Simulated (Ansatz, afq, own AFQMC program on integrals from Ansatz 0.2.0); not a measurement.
**AlH3⁺, doublet in cc-pVDZ, levels against full CI**

```xyz
4

Al    0.0000    0.0000    0.0000
H     1.5858    0.0151   -0.0001
H    -0.8059    1.3658   -0.0028
H    -0.7799   -1.3808    0.0029
```

Basis cc-pVDZ. Only valence electrons are correlated. AFQMC by an in-house program on the Cholesky factors that Ansatz 0.2.0 writes for its CCSD(T) run. ph-AFQMC/CISD is guided by a CISD state made of CCSD amplitudes; releasing the constraint for a short imaginary time cuts its bias at the price of noise, slowly where states lie close. Free projection: walkers drawn from exp(T), propagated without any constraint. Its projection time is finite, and what remains of the start isn't in its error. Error bars are statistical, one sigma.

Determinant: UHF, the one that the program's search chose, which needn't be the lowest solution. The geometry is a PBE0/def2-TZVP stationary point of this or a neighbouring charge and spin state.

Full CI on the same integrals is exact in this basis and with this determinant's frozen core.

Cautions: unrestricted determinant slightly spin contaminated (⟨S²⟩ 0.84 against 0.75).

The T1 diagnostic is 0.0310 and the weight of the determinant in the CISD state is 0.923. The ⟨S²⟩ of the determinant is 0.842 and the size of the correlated space is 5 electrons in 28 orbitals.

```csv
level,correlation energy (eV)
MP2,-1.4853
CCSD,-2.1675
CCSD(T),-2.2009
```

(1) Estimate where phaseless AFQMC with the Hartree–Fock trial lies against CCSD(T) on the same integrals.

(1) 10.6 ± 2.0 kJ/mol above CCSD(T).

Reference: full CI, correlation energy -2.217 eV. The released energy is read at 2.40 1/Eh (meV from the phaseless value at times in 1/Eh: -6 ± 3 at 0.24, -6.5 ± 2.5 at 0.51, -10 ± 3 at 0.99, -12 ± 4 at 1.62, -13 ± 8 at 2.40).

| level | E − E(reference) (kJ/mol) | share of correlation (%) |
| --- | --- | --- |
| CCSD(T) | 1.5 | 99.28 |
| CCSDT | 0.1 | 99.96 |
| CCSDT(Q) | 0.0 | 100.00 |
| ph-AFQMC/HF | 12.1 ± 2.0 | 94.33 |
| ph-AFQMC/CISD | 1.5 ± 0.3 | 99.29 |
| released AFQMC | 0.3 ± 0.7 | 99.86 |
| free AFQMC | 0.4 ± 0.4 | 99.82 |

CCSDT and higher add their correlation energy to the determinant of the CCSD(T) run, since their own runs factorise the integrals more tightly (a shift of under 2 meV). Free projections are given only where their last times agree within the noise and don't stop above the reference; a slow remainder of the start can still hide under it. A walk keeps the symmetry of its determinant, which the program's search chose and which needn't be the lowest solution, so a lower state of the same spin and another symmetry isn't excluded. Released energies are given only where the last usable release times agree within the noise; a slower fall can still hide under it.
